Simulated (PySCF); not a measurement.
**Atomic charges by several schemes**

Vinylsilane, C2H6Si.
Cartesian coordinates in Å at the GFN2-xTB level; atoms count from 1:
```xyz
9
C2H6Si angstrom
C      1.518   -0.137   -0.282
C      0.505    0.095    0.537
Si    -1.312    0.055    0.051
H      1.362   -0.375   -1.322
H      2.549   -0.104    0.039
H      0.729    0.330    1.572
H     -1.997   -0.955    0.863
H     -1.439   -0.274   -1.369
H     -1.902    1.371    0.314
```

Density: PBE0/pcSseg-1 (PySCF); schemes: Mulliken, IAO, Hirshfeld and ESP-fitted. Geometry: GFN2-xTB; no solvent, vibrations or thermal averaging.

Tabulate the Mulliken, IAO, Hirshfeld and ESP-fitted charges.

In e:

```json
{"atom": "C1", "environment": "terminal =CH2 carbon", "Mulliken": "-0.158", "IAO": "-0.277", "Hirshfeld": "-0.084", "ESP-fitted": "-0.352"}
{"atom": "C2", "environment": "alkene CH carbon", "Mulliken": "-0.477", "IAO": "-0.419", "Hirshfeld": "-0.137", "ESP-fitted": "-0.245"}
{"atom": "Si3", "environment": "SiH3 silicon", "Mulliken": "+0.547", "IAO": "+0.610", "Hirshfeld": "+0.313", "ESP-fitted": "+0.388"}
{"atom": "H4", "environment": "vinylic hydrogen", "Mulliken": "+0.115", "IAO": "+0.144", "Hirshfeld": "+0.045", "ESP-fitted": "+0.172"}
{"atom": "H5", "environment": "vinylic hydrogen", "Mulliken": "+0.120", "IAO": "+0.150", "Hirshfeld": "+0.049", "ESP-fitted": "+0.165"}
{"atom": "H6", "environment": "vinylic hydrogen", "Mulliken": "+0.132", "IAO": "+0.152", "Hirshfeld": "+0.043", "ESP-fitted": "+0.152"}
{"atom": "H7", "environment": "Si–H hydrogen", "Mulliken": "-0.089", "IAO": "-0.120", "Hirshfeld": "-0.078", "ESP-fitted": "-0.098"}
{"atom": "H8", "environment": "Si–H hydrogen", "Mulliken": "-0.101", "IAO": "-0.120", "Hirshfeld": "-0.074", "ESP-fitted": "-0.083"}
{"atom": "H9", "environment": "Si–H hydrogen", "Mulliken": "-0.089", "IAO": "-0.120", "Hirshfeld": "-0.078", "ESP-fitted": "-0.098"}
```

Mean size of the charges over all atoms: IAO 0.235 e, Mulliken 0.203 e, ESP-fitted 0.195 e, Hirshfeld 0.100 e. Each set sums to the total charge, 0, to within 0.001 e. The Hirshfeld scheme divides the density at each point in proportion to the densities of the neutral, spherically averaged free atoms. The ESP scheme fits charges at the nuclei, held to the total charge, to the electrostatic potential on points at 1.4 to 2.0 times the van der Waals radii.

Lowest charge. The schemes don't all agree: Mulliken C2 (-0.477); IAO C2 (-0.419); Hirshfeld C2 (-0.137); ESP-fitted C1 (-0.352).

Highest charge. All schemes agree: Mulliken Si3 (+0.547); IAO Si3 (+0.610); Hirshfeld Si3 (+0.313); ESP-fitted Si3 (+0.388).

Sum the charges by element, for elements with more than one atom.

```
element  atoms  Mulliken     IAO  Hirshfeld  ESP-fitted
      C      2    -0.635  -0.696     -0.220      -0.597
      H      6    +0.088  +0.086     -0.093      +0.210
```

How many electrons does the IAO scheme count on Si3?

Z − q = 14 − (+0.610) = 13.390.

How closely do the schemes follow one another over all atoms?

Correlation coefficient and root-mean-square difference: Mulliken with IAO 0.98, 0.054 e; IAO with Hirshfeld 0.97, 0.164 e; IAO with ESP-fitted 0.95, 0.099 e; Mulliken with Hirshfeld 0.95, 0.147 e; Mulliken with ESP-fitted 0.90, 0.117 e; Hirshfeld with ESP-fitted 0.89, 0.121 e.
